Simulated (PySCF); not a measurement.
## Threshold energies of CO in a plasma

r²SCAN in PySCF with def2-TZVPPD on every atom, for the lowest determinant that a PBE0 search found; no spin–orbit coupling.

```json
{"species": "CO", "state (unpaired electrons)": "singlet (closed shell)", "Re (Å)": "1.127", "ωe (cm⁻¹)": "2193", "energy of the minimum from the neutral (eV)": "0.00", "De (eV)": "11.06", "dissociates to": "C + O"}
{"species": "CO⁺", "state (unpaired electrons)": "doublet (π ↑)", "Re (Å)": "1.248", "ωe (cm⁻¹)": "1552", "energy of the minimum from the neutral (eV)": "16.51", "De (eV)": "6.23", "dissociates to": "C⁺ + O"}
```

Work out the lowest energy to break CO into atoms, from its vibrational ground state.

D0 = De − ωe/2 = 11.06 − 0.14 = 10.92 eV (r²SCAN/def2-TZVPPD).

Work out the ionisation energy of the C atom at this level and the threshold of dissociative ionisation.

IE(C) = 16.51 + 6.23 − 11.06 = 11.68 eV, so C⁺ + O + e⁻ appears at D0 + IE(C) = 22.60 eV (r²SCAN/def2-TZVPPD). The measured IE(C) is 11.26 eV (NIST ASD).

These are thermodynamic thresholds; the onsets seen under electron impact lie higher where the geometry changes, and cross-sections peak well above them.

For an ion De counts to the pair picked by the measured ionisation energies or electron affinities, which need not be the lowest pair at this level. Counting both spins, an empty level lies below a filled one in some of these solutions, because spin and occupation are held. States were picked by a PBE0 search and need not be the measured ground states.
